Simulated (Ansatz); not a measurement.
**Worked example: the enthalpy of C2H7N → CH3N + CH4**

Species: C2H7N (ethanamine) `CCN`, singlet; CH3N (methanimine) `C=N`, singlet; CH4 (methane) `C`, singlet. 

Shapes, held fixed at every level: PBE0-D4/def2-TZVP. Flexible molecules stand in one conformer, not always the lowest. Programs: Ansatz 0.2.0. The zero-point and thermal terms to 298 K, harmonic and unscaled (PBE0-D4/def2-TZVP), stand in the table.

At HF/def2-TZVPP; 1 Eh = 2625.50 kJ/mol:

| species | energy (Eh) | H(298 K) − E (kJ/mol) | tabulated ΔfH (kJ/mol) |
| --- | --- | --- | --- |
| C2H7N | -134.308726 | 257.8 | -47.5 |
| CH3N | -94.071696 | 115.3 | +88.7 |
| CH4 | -40.214327 | 127.4 | -74.5 |

Task: Work out the reaction enthalpy at 298 K from the calculation and from the table of heats.

Result: 
1. Electronic: (-94.071696) + (-40.214327) − [(-134.308726)] = 0.022703 Eh = +59.6 kJ/mol.
2. Zero-point and thermal: (115.3) + (127.4) − [(257.8)] = -15.1 kJ/mol.
3. Computed ΔH = +44.5 kJ/mol.
4. From the heats of formation (Active Thermochemical Tables, CRC Handbook of Chemistry and Physics): (88.7) + (-74.5) − [(-47.5)] = +61.7 kJ/mol.
5. Computed less tabulated: -17.2 kJ/mol. Tabulated heats carry uncertainties of their own.
